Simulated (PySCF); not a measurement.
Bond stretch in SMILES CCCl (C2H5Cl), singlet. The C2–Cl8 bond (C2 also carries C, H, H; Cl8 carries nothing else) is stretched with both fragments frozen at the PBE0/def2-TZVP optimised geometry.

Computed with PySCF 2.14.0 with CCSD(T) on UHF/cc-pVDZ, 7 core orbitals frozen.

**Question.** Relative to R = 1.79 Å, what are the energies at R = 1.53, 1.72, 1.88, 3.21 Å?

**Answer.** 31.3 kcal/mol at 1.53 Å, 2.2 kcal/mol at 1.72 Å, 0.8 kcal/mol at 1.88 Å, 77.9 kcal/mol at 3.21 Å.

The unrestricted determinant behind UCCSD(T) is spin-contaminated at 2.39 to 6.20 Å (<S²> up to 1.0, against 0.00 for a pure singlet).
